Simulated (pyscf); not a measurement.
H₂N–SiH₂–Cl (SMILES N[SiH2]Cl) + NH₂• (SMILES [NH2]) → H₂N–SiH•–Cl (SMILES N[SiH]Cl) + NH₃ (SMILES N) (hydrogen abstraction; doublet surface; H–Si broken, H–N formed). Structures and frequencies: ωB97X-D3(BJ)/def2-SVP in PySCF. Rate constants from transition-state theory, ωB97M-D3(BJ)/def2-TZVP energies (ideal gas, 1 atm, RRHO with modes under 100 cm⁻¹ raised to 100, one conformer, R ln 2 for chiral ones without a mode under 150 cm⁻¹; no tunnelling), k in cm³ molecule⁻¹ s⁻¹.

```csv
T (K),1000/T,log10 k
298,3.354,-16.76
600,1.667,-14.38
900,1.111,?
1200,0.833,-12.74
```

**Question.** Fit an Arrhenius line to the three values, give the activation energy, and predict k at 900 K.

**Answer.** Least squares gives log10 k = -11.57 − 1.57 × 1000/T, so Ea = 1.57 × ln 10 × 1.987 = 7.2 kcal/mol, against an electronic barrier of 4.8. At 900 K the line gives -13.31; the computed value is -13.37 (ΔG‡ = 31.8 kcal/mol), close to the line. On the reactant side the descent ends in a complex (not fully relaxed), 5.6 kcal/mol under the separated species and 9.9 kcal/mol under the saddle at ωB97X-D3(BJ)/def2-TZVP. One saddle was located; it need not be the lowest between these sides. The angle at the transferred H is 155°.
